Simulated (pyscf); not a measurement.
Optimised with ωB97X-D3(BJ)/def2-SVP in PySCF.

SMILES: NC=CC
```xyz
11

C     -1.1969    -1.0374     1.1597
C     -0.5134    -0.8432    -0.1658
C     -0.5052     0.3134    -0.8439
N      0.0278     0.5294    -2.1154
H     -1.6577    -0.1000     1.5107
H     -1.9949    -1.7982     1.1016
H     -0.4906    -1.3751     1.9380
H     -0.0076    -1.7150    -0.6031
H     -1.0081     1.1929    -0.4206
H      0.6681    -0.1906    -2.4344
H      0.4100     1.4567    -2.2637
```
Charge 0, spin multiplicity 1.

Problem. What is the homolytic dissociation enthalpy (298 K, ωB97M-D3(BJ)/def2-TZVP) of the C–H bond of `[CH3][CH]=[CH][NH2]`, to H₃C–C•=CH–NH₂ + H•?

Solution. C–H to H₃C–C•=CH–NH₂ + H•: 4.75 eV. The 7 functionals that were run give +4.48 (r²SCAN) to +4.75 eV (ωB97M-D3(BJ)). The radicals are drawn with the spin at the cut bond; how far it spreads was not checked. H₃C–C•=CH–NH₂ lies 1.20 eV over its isomer H₃C–C(CH₃)=N•, and others may lie lower still (electronic energy, ωB97M-D3(BJ)).
